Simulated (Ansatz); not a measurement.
Consider the homolysis of the C–O bond: `COC(F)(F)Cl` → `F[C](F)Cl`• + `C[O]`•.

Calculated with Ansatz (gas phase, PBE0-D4/def2-TZVP geometries, no zero-point term in ΔE). CCSD(T)/CBS adds triple-zeta CCSD(T) − MP2 to the extrapolated MP2 energy (def2 sets, frozen cores). DFT in def2-TZVPP. B3LYP here is the variant with VWN-RPA as its local correlation; programs differ in this. Open shells (•) are unrestricted, without spin–orbit coupling. One conformer a species, not always the lowest.

CCSD(T)/CBS gives +436.1 kJ/mol.

**Question.** Another level gave +392.1 kJ/mol. Which?
A. B3LYP-D4/def2-TZVPP
B. CAM-B3LYP-D4/def2-TZVPP
C. PBE-D4/def2-TZVPP
D. B3LYP/def2-TZVPP

**Answer.** A. B3LYP-D4 392.1, PBE-D4 400.5, CAM-B3LYP-D4 407.6, B3LYP 379.3 kJ/mol.

Largest T1 diagnostic among the species: 0.019.

From BLYP to BHLYP (50 % exact exchange), in def2-TZVPP and without D4, ΔE moves by +15.6 kJ/mol. Leaving LDA and LC-ωPBE aside and taking each functional with its dispersion term where it has one, the values, not all of them listed here, spread over 47.7 kJ/mol, from BLYP-D4 to ωB97M-V. LDA lies +92.2 kJ/mol from PBE without D4, its usual overbinding.

CCSD(T)/CBS has its own doubt, a few kJ/mol and more with outer-core shells, so smaller differences from it don't rank the levels.
